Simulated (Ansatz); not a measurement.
**Wavefunction methods compared: HCN/HNC (charge +1), doublet**

Computed with Ansatz's Gaussian-basis code (development build); BCCD by scripts on PySCF. Nonrelativistic, cc-pVTZ, 2 core orbitals frozen. Perturbation and coupled-cluster methods stand on the Hartree–Fock determinant that coupled cluster favours; RHF here means ROHF, with semicanonical perturbation theory. The state met can differ between shapes. 

Shape A:

```xyz
3

C    -0.0069    0.0011   -0.5046
N    -0.0040   -0.0083    0.6605
H    -0.0070   -0.0061   -1.5771
```

Shape B:

```xyz
3

C     0.0000    0.0000   -0.5118
N     0.0000    0.0000    0.6645
H     0.0000    0.0000   -1.5808
```

Correlation energy of CCSD(T), then each method's total less that of CCSD(T), in eV:

```tsv
case	E corr CCSD(T)	MP2	CCSD	BCCD	BCCD(T)	determinant
A RHF	-8.375	+0.905	+0.340	–	–	T1 = 0.017
B RHF	-8.418	+0.905	+0.347	+0.364	+0.001	T1 = 0.016
B UHF	-8.338	+0.928	+0.345	+0.362	+0.001	T1 = 0.017, ⟨S²⟩ = 0.760
```

**Question.** How far does CCSDT lie from CCSD(T) in each case, and where is CCSD(T) within 1 kcal/mol (0.043 eV)?

**Answer.** A RHF: -0.022 eV (within); B RHF: -0.022 eV (within); B UHF: -0.022 eV (within).

**Question.** Which method comes nearest to CCSDT in total energy for A RHF?

**Answer.** CCSD(T), 0.022 eV away; next CCSD (0.362 eV), last MP2 (0.927 eV).

Several Brueckner solutions were met.
